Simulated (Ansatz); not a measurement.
# C4H6, SMILES C=CC=C: a rigid torsion scan

Run with Ansatz 0.2.0 through its Python package.

The script, `torsion_c4h6.py`:
```python
import ansatz as az
from ase import Atoms

atoms = Atoms(['C', 'C', 'C', 'C', 'H', 'H', 'H', 'H', 'H', 'H'], positions=[
    (-1.1981, 0.773, -1.062),
    (-0.567, 0.4498, 0.0162),
    (0.5153, -0.4635, -0.0378),
    (1.3054, -0.8196, 1.0633),
    (-1.0005, 0.4345, -2.0798),
    (-2.0774, 1.5281, -0.9973),
    (-0.8249, 0.8635, 0.9873),
    (0.8749, -0.8566, -0.9969),
    (0.9912, -0.437, 2.0974),
    (2.0642, -1.5233, 1.0126),
])

first = (
    az.Crystal.molecule_from_ase(atoms).calculation()
    .basis(gaussian='cc-pVDZ')
    .functional('r2scan0')
    .relax(force_tolerance=0.02, max_steps=80)
)
atoms.positions = first.run(threads=1, backend='cpu').report['positions_ang']

start = atoms.get_dihedral(2, 1, 0, 4)
energies = {}
for turn in range(0, 360, 30):
    turned = atoms.copy()
    turned.set_dihedral(2, 1, 0, 4, start + turn, indices=[0, 4, 5])
    model = az.Crystal.molecule_from_ase(turned).calculation()
    model = model.basis(gaussian='cc-pVDZ')
    model = model.functional('r2scan0')
    energies[round((start + turn) % 360)] = model.run(threads=1, backend='cpu').report['free_energy_ev']
floor = min(energies.values())
print('dihedral C2-C1-C0-H4 (deg)   E - E(min) (kcal/mol)')
for angle, e in sorted(energies.items()):
    print(f'{angle:8d} {23.060548 * (e - floor):14.3f}  ' + '#' * int(30 * (e - floor) / max(max(energies.values()) - floor, 1e-9)))
```

```console
$ python torsion_c4h6.py
dihedral C2-C1-C0-H4 (deg)   E - E(min) (kcal/mol)
       0          0.000
      30         11.049  ###
      60         43.202  #############
      90         92.866  ##############################
     120         43.154  #############
     150         11.030  ###
     180          0.011
     210         11.056  ###
     240         43.203  #############
     270         92.863  #############################
     300         43.153  #############
     330         11.023  ###
```

The scan is rigid and the energies are electronic, in a modest basis. With rigid groups the curve can differ much from the relaxed path, the start wasn't checked as a minimum of this torsion, and equivalent turns needn't return to the same energy. Finished in 60 s on 1 thread of Arm Neoverse V2, with other jobs on the host, peak memory 0.25 GiB.
